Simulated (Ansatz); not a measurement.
This geometry of CH5B + FH (9 atoms, charge 0, multiplicity 1) is a first-order saddle point.

Computed with RKS PBE-D4/def2-mTZVP (Ansatz 0.2.0).

```xyz
9
Properties=species:S:1:pos:R:3
B -0.026 -0.219 0.202
C -0.024 -0.025 1.902
H -0.969 -0.107 2.455
H 0.815 -0.381 2.519
H 0.160 1.057 1.778
H 1.052 -0.004 -0.272
H -1.022 0.234 -0.284
F -0.209 -1.884 0.239
H -0.134 -1.289 1.221
```

(1) Which two structures does it join? (They come from a converged band through this point; their orientation in space is the band's.)

(2) How far does it lie above each of them?

Answers

(1) Bonds broken: B1–C2, F8–H9. Bonds formed: B1–F8, C2–H9. CH5B + FH becomes BFH2 + CH4.

First end point:

```xyz
9
Properties=species:S:1:pos:R:3
B 0.021 0.087 0.282
C 0.040 0.238 1.845
H -0.894 -0.031 2.366
H 0.897 -0.231 2.355
H 0.159 1.326 2.029
H 1.055 0.047 -0.329
H -0.999 0.272 -0.327
F -0.244 -2.143 0.304
H -0.391 -2.182 1.235
```

Last end point:

```xyz
9
Properties=species:S:1:pos:R:3
B -0.045 -0.436 -0.785
C -0.032 -0.133 2.582
H -0.911 0.130 3.182
H 0.860 -0.146 3.220
H 0.103 0.619 1.793
H 1.072 0.011 -0.792
H -1.048 0.227 -0.792
F -0.180 -1.762 -0.789
H -0.177 -1.127 2.141
```

(2) 11.0 kcal/mol above the first and 46.1 kcal/mol above the second. This is the barrier of this one path; another mechanism may lie lower. The orbitals stay closed-shell, which can raise the energy where a bond breaks towards radicals; this wasn't checked here.

Time of the run: 2.7 min on 1 thread of Arm Neoverse V1, on a shared host, peak memory 0.14 GiB.
